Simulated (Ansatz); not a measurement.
**Bulk modulus B0 of some transition metals**

Method: RPBE (Ansatz, a first-principles code, plane waves, PAW). References are measured values corrected to a static lattice. The table is a random draw of 14 from 15 solids with such references.

Values in GPa.

```json
[
 {"solid": "bcc Fe", "reference": "174", "RPBE": "160", "error (%)": "-8.0"},
 {"solid": "fcc Rh", "reference": "271 (271–289)", "RPBE": "238", "error (%)": "-12.2"},
 {"solid": "fcc Ni", "reference": "192 (186–195)", "RPBE": "179", "error (%)": "-6.8"},
 {"solid": "bcc Nb", "reference": "173", "RPBE": "162", "error (%)": "-6.4"},
 {"solid": "fcc Pd", "reference": "195 (187–198)", "RPBE": "148", "error (%)": "-24"},
 {"solid": "bcc V", "reference": "161", "RPBE": "172", "error (%)": "+6.8"},
 {"solid": "hcp Co", "reference": "193", "RPBE": "?", "error (%)": "?"},
 {"solid": "bcc W", "reference": "312 (300–328)", "RPBE": "293", "error (%)": "-6.1"},
 {"solid": "bcc Ta", "reference": "198", "RPBE": "186", "error (%)": "-6.1"},
 {"solid": "fcc Ag", "reference": "110 (104–111)", "RPBE": "74.4", "error (%)": "-32"},
 {"solid": "fcc Cu", "reference": "144", "RPBE": "124", "error (%)": "-13.9"},
 {"solid": "fcc Pt", "reference": "289", "RPBE": "230", "error (%)": "-20"},
 {"solid": "bcc Mo", "reference": "265 (265–278)", "RPBE": "248", "error (%)": "-6.4"},
 {"solid": "hcp Re", "reference": "369", "RPBE": "353", "error (%)": "-4.3"}
]
```

Task: Estimate the withheld RPBE value.

Result: The errors of the other rows run from -32 % to +6.8 %, with a median of -6.8 %; carried to the reference 193 it gives 180 GPa. The run gives 197 GPa (+2.1 %), +9.4 % from the estimate; the row was drawn at random, and such an estimate is rough. Over these 14 solids the mean error is -9.9 %, the mean absolute error 11.1 % (median 6.8 %), and the worst case fcc Ag at -32 %; the value is too low in 12 of 14 cases. Over all 15, from unrounded values, the mean error is -11.5 % and the mean absolute error 12.7 % (median 7.0 %).

All these references are brought to a static lattice.

Spin–orbit coupling is left out, also for the solids with elements from indium on (bcc W, bcc Ta, fcc Pt, hcp Re); its size isn't shown.

In Ansatz's fits of the non-cubic solids, shape and atoms are relaxed at each volume.

Brackets give the range of the sources taken for a reference, where it is wide; it can hold other temperatures.

Differences are worked out from the printed values.

Each level is taken at its own relaxed cell. Ansatz's density-functional and Hartree–Fock values are scalar-relativistic unless marked +SOC, with PAW data made under PBE.

Ansatz's runs of these crystals have no spin polarisation, but for bcc Fe, fcc Ni, hcp Co.

Density-functional runs with spin start from parallel moments for bcc Fe, parallel moments for fcc Ni, parallel moments for hcp Co.

Not in this set, of the transition metals with a reference value in our tables and a result at some level: 7 for no value at RPBE (not run, a failed fit, an unstable or unbound cell, or a value held back for tests); 3 for sources at odds; 1 for a reference at room or unstated temperature. These can be a level's best or worst cases. Solids without a released value at any level aren't counted. Layered and molecular crystals are counted apart. The metals Ce to Yb are counted apart.

References as tabulated in Levämäki et al. (2014), arXiv:1402.3671; doi:10.1021/acs.jctc.3c00612; Mejia-Rodriguez and Trickey (2018), arXiv:1807.09216.
